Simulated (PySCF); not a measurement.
Molecule: `O=C(Cl)C1CC1`, C₄H₅ClO.

Cartesian coordinates in Å; atom numbers follow the order of the lines, from 1:
```xyz
11

O     2.240   -0.476    0.163
C     1.599    0.280   -0.483
Cl    2.279    0.949   -2.020
C     0.244    0.771   -0.170
C    -0.181    2.185   -0.495
C    -0.769    1.058   -1.255
H    -0.118    0.331    0.763
H     0.555    2.812   -1.003
H    -0.781    2.690    0.265
H    -1.795    0.748   -1.044
H    -0.438    0.911   -2.285
```

Geometry PBE0-D3(BJ)/def2-SVP throughout; GIAO in PySCF, gas phase, one conformer, non-relativistic; equivalent atoms averaged; functional PBE0.

For orientation, STO-3G gives these shifts δ (against H2O, TMS, HCl at the same level): O1 478.2, C2 119.0, C4 24.0, C5/C6 20.0, Cl3 199.3, H7 1.97, H8/H11 1.58, H9/H10 1.34 ppm.

A run gave: O1 560.0, C2 183.7, C4 25.0, C5/C6 12.3, Cl3 378.9, H7 1.79, H8/H11 1.47, H9/H10 1.01 ppm (shifts δ (against H2O, TMS, HCl at the same level)).

Which basis set was used in that run?
A. def2-SVP
B. def2-TZVP
C. 6-31G*
D. 6-31G
E. 6-311+G(2d,p)

Results:

B. C2 tells them apart best: def2-TZVP gives 183.7, 6-31G* gives 169.3, def2-SVP gives 175.7, 6-31G gives 174.8, 6-311+G(2d,p) gives 181.5 ppm.
